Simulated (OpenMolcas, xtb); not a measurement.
**C2H3Al (ethynylalumane): the vertical energy of the triplet above the singlet, rung by rung**

The species is C2H3Al (6 atoms), meant as a singlet with charge 0. SMILES: `C#[C][AlH2]`. The shape is that of a PBE0-D4/def2-TZVP optimisation.

Quantity: the vertical energy of the triplet above the singlet, in eV. The values are calculated.

| level | kind | program | value (eV) | CPU time (all runs) |
| --- | --- | --- | --- | --- |
| GFN1-xTB | semi-empirical | xtb | 6.13 | under 2 s |
| HF/def2-TZVP | Hartree–Fock | OpenMolcas | 4.22 | 65 s |
| SVWN5/def2-TZVP | LDA | OpenMolcas | 4.07 | 1.7 min |
| revPBE/def2-TZVP | GGA | OpenMolcas | 4.08 | 2.5 min |
| M06-L/def2-TZVP | meta-GGA | OpenMolcas | 4.47 | 3.8 min |
| B3LYP/def2-TZVP | global hybrid | OpenMolcas | 4.48 | 2.5 min |

The values span 4.07 to 6.13 eV. GFN1-xTB: no spin polarisation, so open shells miss the exchange term that lowers them. The upper state's dipole differs much between rows, so they may not all be the same state. CPU times are rough (shared hosts, several kinds of processor and program).
